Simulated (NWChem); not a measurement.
# C4H4O (furan): levels of theory compared

Aim: a comparison of 6 runs (BLYP/def2-SVP, M06-L/def2-SVP, PBE/def2-SVP, PBE0/def2-SVP, revPBE/def2-SVP, CCSD(T)/def2-SVP) of C4H4O (furan). 

Program for the calculation: NWChem 7.3.0.

**1. The structure to begin with**

The species is C4H4O (9 atoms), meant as a singlet with charge 0. As SMILES, `c1ccoc1`. The coordinates come from a PBE0-D4/def2-TZVP relaxation.

Bond lengths: C1–C2 1.427 Å, C2–C3 1.353 Å, C3–O4 1.351 Å, C1–C5 1.353 Å, O4–C5 1.351 Å, C1–H6 1.078 Å, C2–H7 1.078 Å, C3–H8 1.077 Å, C5–H9 1.077 Å. Some angles: C1–C2–C3 106.0°, C2–C1–C5 106.0°, C2–C3–O4 110.5°, C3–O4–C5 107.0°, C1–C5–O4 110.5°, C1–C2–H7 127.6°, C3–C2–H7 126.5°, C2–C1–H6 127.6°, C5–C1–H6 126.5°, C2–C3–H8 133.4°.

**2. Energy and gradient at BLYP/def2-SVP (run 1)**

Contents of sp.nw:

```
start sp
memory 2200 mb
geometry units angstroms noautosym nocenter noautoz
  C      0.281100     0.977400    -0.084000
  C      0.817600    -0.248800    -0.579600
  C     -0.000500    -1.224800    -0.122600
  O     -1.001000    -0.697400     0.616400
  C     -0.817300     0.641100     0.630900
  H      0.663600     1.973100    -0.240900
  H      1.694300    -0.382300    -1.192800
  H     -0.006600    -2.296600    -0.230700
  H     -1.542600     1.212000     1.186300
end
basis spherical bse
  C library def2-SVP
  O library def2-SVP
  H library def2-SVP
end
dft
  xc becke88 lyp
  grid fine
  convergence energy 1e-08
  maxiter 100
  mulliken
  print low
end
task dft gradient
```

Started as:

```bash
$ nwchem sp.nw > sp.out
```

Standard output:

```text
[...]
 d= 0,ls=0.0,diis     1   -229.7092213414 -3.92D+02  1.19D-02  5.36D-01     2.6
[...]
 d= 0,ls=0.0,diis    11   -229.7722692269 -3.76D-09  2.60D-07  9.23D-10    23.7
         Total DFT energy =     -229.772269226861
      One electron energy =     -630.887897452565
           Coulomb energy =      271.014161149224
    Exchange-Corr. energy =      -31.690188536211
 Nuclear repulsion energy =      161.791655612691
[...]
      Total Density - Mulliken Population Analysis
     ---------------------------------------------
    Atom       Charge   Shell Charges
 -----------   ------   -------------------------------------------------------
    1 C    6     5.98   1.98  0.91  0.28  2.14  0.62  0.03
    2 C    6     5.98   1.98  0.91  0.28  2.14  0.62  0.03
    3 C    6     5.88   1.98  0.92  0.25  2.10  0.57  0.06
    4 O    8     8.15   1.99  1.12  0.60  2.89  1.52  0.02
    5 C    6     5.88   1.98  0.92  0.25  2.10  0.57  0.06
    6 H    1     1.04   0.76  0.25  0.02
    7 H    1     1.04   0.76  0.25  0.02
    8 H    1     1.02   0.76  0.24  0.02
    9 H    1     1.02   0.76  0.24  0.02
[...]
                         DFT ENERGY GRADIENTS
    atom               coordinates                        gradient
                 x          y          z           x          y          z
   1 C       0.531202   1.847018  -0.158737   -0.011162  -0.008530   0.006810
   2 C       1.545040  -0.470164  -1.095285   -0.011849  -0.007184   0.007284
   3 C      -0.000945  -2.314536  -0.231680    0.001776   0.015606   0.000442
   4 O      -1.891616  -1.317895   1.164827    0.015885   0.010806  -0.009690
   5 C      -1.544473   1.211503   1.192228    0.011466  -0.006480  -0.008583
   6 H       1.254022   3.728618  -0.455235   -0.004523  -0.010868   0.001957
   7 H       3.201763  -0.722442  -2.254065   -0.009735   0.001083   0.006762
   8 H      -0.012472  -4.339945  -0.435960    0.000036   0.012004   0.001236
   9 H      -2.915091   2.290348   2.241782    0.008106  -0.006437  -0.006217
 Task  times  cpu:       28.5s     wall:       28.5s
[...]
```

Run time: 29 s. Hardware: 1 thread of Intel Xeon Platinum 8259CL at 2.50GHz (Skylake/Cascade Lake), shared host; peak memory 0.12 GiB.

**3. Energy and gradient at M06-L/def2-SVP (run 2)**

Contents of nw.nw:

```
start nw
title "C4H4O"
memory 2200 mb
geometry units angstroms noautosym nocenter noautoz
  C      0.281100     0.977400    -0.084000
  C      0.817600    -0.248800    -0.579600
  C     -0.000500    -1.224800    -0.122600
  O     -1.001000    -0.697400     0.616400
  C     -0.817300     0.641100     0.630900
  H      0.663600     1.973100    -0.240900
  H      1.694300    -0.382300    -1.192800
  H     -0.006600    -2.296600    -0.230700
  H     -1.542600     1.212000     1.186300
end
basis "ao basis" spherical bse
  * library def2-SVP
end
dft
  xc m06-l
  grid fine
  convergence energy 1e-08
  iterations 100
  mulliken
  noprint "final vectors analysis"
end
task dft gradient
```

Started as:

```bash
$ nwchem nw.nw > nw.out
```

Standard output:

```text
[...]
          Wavefunction type:  closed shell.
          No. of atoms     :     9
          No. of electrons :    36
[...]
          Charge           :     0
          Spin multiplicity:     1
[...]
          AO basis - number of functions:    90
[...]
              XC Information
              --------------
                        M06-L Method XC Functional
                         M06-L Exchange Functional  1.000
                       M06-L Correlation Potential  1.000
[...]
 d= 0,ls=0.0,diis     1   -229.7739398491 -3.92D+02  8.34D-03  3.73D-01     3.4
[...]
 d= 0,ls=0.0,diis    11   -229.8223376218 -2.04D-09  3.16D-07  1.16D-09    30.9
         Total DFT energy =     -229.822337621806
      One electron energy =     -630.747679418221
           Coulomb energy =      270.879303640850
    Exchange-Corr. energy =      -31.745617457126
 Nuclear repulsion energy =      161.791655612691
[...]
      Total Density - Mulliken Population Analysis
     ---------------------------------------------
    Atom       Charge   Shell Charges
 -----------   ------   -------------------------------------------------------
    1 C    6     6.10   1.99  0.91  0.33  2.10  0.74  0.03
    2 C    6     6.10   1.99  0.91  0.33  2.10  0.74  0.03
    3 C    6     5.87   1.99  0.92  0.26  2.05  0.60  0.06
    4 O    8     8.28   1.99  1.13  0.65  2.85  1.64  0.02
    5 C    6     5.87   1.99  0.92  0.26  2.05  0.60  0.06
    6 H    1     0.95   0.77  0.16  0.03
    7 H    1     0.95   0.77  0.16  0.03
    8 H    1     0.94   0.77  0.15  0.03
    9 H    1     0.94   0.77  0.15  0.03
[...]
  wavefunction    = closed shell
                         DFT ENERGY GRADIENTS
    atom               coordinates                        gradient
                 x          y          z           x          y          z
   1 C       0.531202   1.847018  -0.158737   -0.005877   0.001800   0.004287
   2 C       1.545040  -0.470164  -1.095285   -0.002046  -0.007180   0.000580
   3 C      -0.000945  -2.314536  -0.231680    0.004023   0.002849  -0.002429
   4 O      -1.891616  -1.317895   1.164827    0.002638   0.001734  -0.001585
   5 C      -1.544473   1.211503   1.192228    0.004083   0.002758  -0.002576
   6 H       1.254022   3.728618  -0.455235   -0.002423  -0.005832   0.001052
   7 H       3.201763  -0.722442  -2.254065   -0.005212   0.000581   0.003617
   8 H      -0.012472  -4.339945  -0.435960    0.000483   0.006047   0.000307
   9 H      -2.915091   2.290348   2.241782    0.004333  -0.002758  -0.003255
[...]
```

Wall time 40 s (1 thread of Intel Xeon Platinum 8259CL at 2.50GHz (Skylake/Cascade Lake), shared host); peak memory 0.12 GiB.

**4. Energy and gradient at PBE/def2-SVP (run 3)**

Contents of c4h4o.nw:

```
start c4h4o
memory stack 880 mb heap 220 mb global 1100 mb
charge 0

geometry noautosym nocenter noautoz
 C      0.281100     0.977400    -0.084000
 C      0.817600    -0.248800    -0.579600
 C     -0.000500    -1.224800    -0.122600
 O     -1.001000    -0.697400     0.616400
 C     -0.817300     0.641100     0.630900
 H      0.663600     1.973100    -0.240900
 H      1.694300    -0.382300    -1.192800
 H     -0.006600    -2.296600    -0.230700
 H     -1.542600     1.212000     1.186300
end

basis spherical bse
 * library def2-SVP
end

dft
 xc xpbe96 cpbe96
 grid fine
 convergence energy 1e-08
 iterations 100
 mulliken
end

task dft gradient
```

Started as:

```bash
$ nwchem c4h4o.nw > c4h4o.out
```

Standard output:

```text
[...]
          Wavefunction type:  closed shell.
          No. of atoms     :     9
          No. of electrons :    36
[...]
          Charge           :     0
          Spin multiplicity:     1
[...]
          AO basis - number of functions:    90
[...]
              XC Information
              --------------
          PerdewBurkeErnzerhof Exchange Functional  1.000
            Perdew 1991 LDA Correlation Functional  1.000 local
           PerdewBurkeErnz. Correlation Functional  1.000 non-local
[...]
 d= 0,ls=0.0,diis     1   -229.5228952872 -3.91D+02  1.02D-02  5.01D-01     2.6
[...]
 d= 0,ls=0.0,diis    11   -229.5793832499 -2.54D-09  1.91D-07  4.81D-10    23.3
         Total DFT energy =     -229.579383249945
      One electron energy =     -630.817411012884
           Coulomb energy =      270.923013593213
    Exchange-Corr. energy =      -31.476641442965
 Nuclear repulsion energy =      161.791655612691
[...]
      Total Density - Mulliken Population Analysis
     ---------------------------------------------
    Atom       Charge   Shell Charges
 -----------   ------   -------------------------------------------------------
    1 C    6     6.03   1.98  0.91  0.30  2.13  0.68  0.03
    2 C    6     6.03   1.98  0.91  0.30  2.13  0.68  0.03
    3 C    6     5.90   1.98  0.91  0.25  2.08  0.60  0.06
    4 O    8     8.17   1.99  1.11  0.63  2.87  1.55  0.02
    5 C    6     5.90   1.98  0.91  0.25  2.08  0.60  0.06
    6 H    1     1.00   0.75  0.23  0.02
    7 H    1     1.00   0.75  0.23  0.02
    8 H    1     0.99   0.75  0.22  0.02
    9 H    1     0.99   0.75  0.22  0.02
[...]
  wavefunction    = closed shell
                         DFT ENERGY GRADIENTS
    atom               coordinates                        gradient
                 x          y          z           x          y          z
   1 C       0.531202   1.847018  -0.158737   -0.010179  -0.003322   0.006684
   2 C       1.545040  -0.470164  -1.095285   -0.007811  -0.008954   0.004339
   3 C      -0.000945  -2.314536  -0.231680    0.005169   0.008626  -0.002608
   4 O      -1.891616  -1.317895   1.164827    0.010330   0.007001  -0.006292
   5 C      -1.544473   1.211503   1.192228    0.008593   0.000856  -0.005852
   6 H       1.254022   3.728618  -0.455235   -0.004746  -0.011430   0.002050
   7 H       3.201763  -0.722442  -2.254065   -0.010233   0.001152   0.007109
   8 H      -0.012472  -4.339945  -0.435960    0.000188   0.012748   0.001210
   9 H      -2.915091   2.290348   2.241782    0.008688  -0.006677  -0.006641
[...]
```

Run time: 29 s. Hardware: 1 thread of Intel Xeon Platinum 8259CL at 2.50GHz (Skylake/Cascade Lake), shared host; peak memory 0.12 GiB.

Runs 4 to 5 aren't shown in full; the table further down has their settings and results.

**5. The energy at CCSD(T)/def2-SVP (run 6)**

Contents of job.nw:

```
start job
title "C4H4O"
memory 2200 mb
geometry noautosym nocenter noautoz
  C        0.281100       0.977400      -0.084000
  C        0.817600      -0.248800      -0.579600
  C       -0.000500      -1.224800      -0.122600
  O       -1.001000      -0.697400       0.616400
  C       -0.817300       0.641100       0.630900
  H        0.663600       1.973100      -0.240900
  H        1.694300      -0.382300      -1.192800
  H       -0.006600      -2.296600      -0.230700
  H       -1.542600       1.212000       1.186300
end
basis spherical bse
  * library def2-SVP
end
scf
  thresh 1e-08
  maxiter 80
  noprint "final vectors analysis"
end
ccsd
  freeze core 5
  maxiter 60
end
task ccsd(t) energy
```

Started as:

```bash
$ nwchem job.nw > job.out
```

Standard output:

```text
[...]
  functions       =    90
[...]
  wavefunction    = RHF
[...]
         Total SCF energy =   -228.454558863981
      One-electron energy =   -630.145434250657
      Two-electron energy =    239.899219773985
 Nuclear repulsion energy =    161.791655612691
        Time for solution =     16.6s
[...]
 Total MP2 energy:           -229.158212933987585
[...]
             energy      energy      error      ampl     ampl      Block
                                                time     time      time
[...]
 Total CCSD energy:           -229.186439245426726
[...]
 Total CCSD+T(CCSD) energy:           -229.216265399096727
[...]
 Total CCSD(T) energy:                -229.215001954094532
[...]
```

Run time: 3.5 min. Hardware: 1 thread of Intel Xeon Platinum 8259CL at 2.50GHz (Skylake/Cascade Lake), shared host; peak memory 0.3 GiB.

**6. The series**

| run | level | task | integration grid | energy (Eh) | largest force (eV/Å) | wall time |
| --- | --- | --- | --- | --- | --- | --- |
| 1 | BLYP/def2-SVP | gradient | fine | -229.772269 | 1.106 | 29 s |
| 2 | M06-L/def2-SVP | gradient | fine | -229.822338 | 0.385 | 40 s |
| 3 | PBE/def2-SVP | gradient | fine | -229.579383 | 0.719 | 29 s |
| 4 | PBE0/def2-SVP | gradient | fine | -229.592771 | 0.469 | 29 s |
| 5 | revPBE/def2-SVP | gradient | fine | -229.793839 | 1.004 | 31 s |
| 6 | CCSD(T)/def2-SVP | energy | – | -229.215002 | – | 3.5 min |

**7. Results**

```
                                          quantity          value
                               run 6: total energy  -229.21500 Eh
run 6: correlation energy (5 core orbitals frozen)     -760.4 mEh
                             run 6: (T) correction     -28.56 mEh
```

**Reading.** Over runs 2, 3, 4, 5 the dipole moment (its size) runs from 0.44 D (revPBE/def2-SVP) to 0.55 D (PBE0/def2-SVP). Over runs 3, 4, 5 the HOMO–LUMO gap runs from 5.09 eV (PBE/def2-SVP) to 7.15 eV (PBE0/def2-SVP). Totals of different functionals can't be ranked against each other. All runs together took 6.2 min, the longest 3.5 min.
